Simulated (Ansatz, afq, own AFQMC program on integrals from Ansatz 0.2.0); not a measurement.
# BeLi⁻, singlet: AFQMC among the cluster methods

```yaml
atoms:
  - { symbol: Li, position_ang: [0.0000, 0.0000, 0.0000] }
  - { symbol: Be, position_ang: [0.0000, 0.0000, 4.0430] }
```

Basis aug-cc-pVDZ. Only valence electrons are correlated. AFQMC by an in-house program on the Cholesky factors that Ansatz 0.2.0 writes for its CCSD(T) run. ph-AFQMC/CISD is guided by a CISD state made of CCSD amplitudes; releasing the constraint for a short imaginary time cuts its bias at the price of noise, slowly where states lie close. Uncertainties: one standard error, sampling alone.

Determinant: RHF, the one that the program's search chose, which needn't be the lowest solution. The geometry is a point of a scan.

Full CI on the same integrals is exact in this basis and with this determinant's frozen core.

Cautions: restricted determinant unstable towards unrestricted (UHF 244 meV lower, ⟨S²⟩ 0.82); strong correlation (T1 0.048, weight of the determinant 0.80, largest double 0.14); the ph-AFQMC/CISD walk drifts between its halves (2.9 errors).

- T1 diagnostic: 0.0484
- weight of the determinant in the CISD state: 0.797
- size of the correlated space: 4 electrons in 44 orbitals

Reference: full CI, correlation energy -2.107 eV. The released energy is read at 2.40 1/Eh (meV from the phaseless value at times in 1/Eh: 18 ± 11 at 0.24, 12 ± 9 at 0.51, 1 ± 12 at 0.99, 3 ± 12 at 1.62, -1 ± 13 at 2.40).

```json
{"level": "HF", "E − E(reference) (mEh)": "77.44", "share of correlation (%)": "0.00"}
{"level": "MP2", "E − E(reference) (mEh)": "30.48", "share of correlation (%)": "60.63"}
{"level": "CCSD", "E − E(reference) (mEh)": "2.93", "share of correlation (%)": "96.22"}
{"level": "CCSD(T)", "E − E(reference) (mEh)": "0.93", "share of correlation (%)": "98.80"}
{"level": "CCSDT", "E − E(reference) (mEh)": "0.19", "share of correlation (%)": "99.76"}
{"level": "CCSDT(Q)", "E − E(reference) (mEh)": "0.04", "share of correlation (%)": "99.95"}
{"level": "ph-AFQMC/HF", "E − E(reference) (mEh)": "0.59 ± 1.41", "share of correlation (%)": "99.24"}
{"level": "ph-AFQMC/CISD", "E − E(reference) (mEh)": "0.01 ± 0.44", "share of correlation (%)": "99.98"}
{"level": "released AFQMC", "E − E(reference) (mEh)": "-0.01 ± 0.48", "share of correlation (%)": "100.01"}
```

CCSDT and higher add their correlation energy to the determinant of the CCSD(T) run, since their own runs factorise the integrals more tightly (a shift of under 2 meV). A walk keeps the symmetry of its determinant, which the program's search chose and which needn't be the lowest solution, so a lower state of the same spin and another symmetry isn't excluded. Released energies are given only where the last usable release times agree within the noise; a slower fall can still hide under it.
